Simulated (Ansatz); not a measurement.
```yaml
crystal:
  periodic: [false, false, false]
  atoms:
    - {symbol: B, position_ang: [0.000000, 0.000000, 0.000000]}
    - {symbol: C, position_ang: [0.000000, 0.000000, 1.488000]}
basis:
  gaussian: {orbitals: def2-TZVP}
total_charge: 1
hamiltonian: {xc: pbe0}
relax: {f_tol: 0.004, max_steps: 80}
```

```sh
$ ansatz run in.yaml --threads 1 --pin off --events-out ev --progress --plain --max-ram 2176MiB
```

Steps of the relaxation (energy above the last step; positions in Å, forces in eV/Å):

```
2
step 1, 22.4 meV
B     0.000    0.000    0.000    0.000    0.000   -1.157
C     0.000    0.000    1.488    0.000    0.000    1.157
```

```
2
step 2, 3.4 meV
B     0.000    0.000   -0.012    0.000    0.000   -0.432
C     0.000    0.000    1.500    0.000    0.000    0.432
```

```
2
step 3, 0.0 meV
B     0.000    0.000   -0.020    0.000    0.000   -0.032
C     0.000    0.000    1.508    0.000    0.000    0.032
```

```
2
step 5, 0.0 meV
B     0.000    0.000   -0.020    0.000    0.000    0.000
C     0.000    0.000    1.508    0.000    0.000    0.000
```

Close pairs at the end: B1–C2 1.528 Å.

A stationary point of restricted PBE0 after 5 steps (its stability towards spin polarisation wasn't tested). 3.3 s on 1 thread of Arm Neoverse V2, shared host.
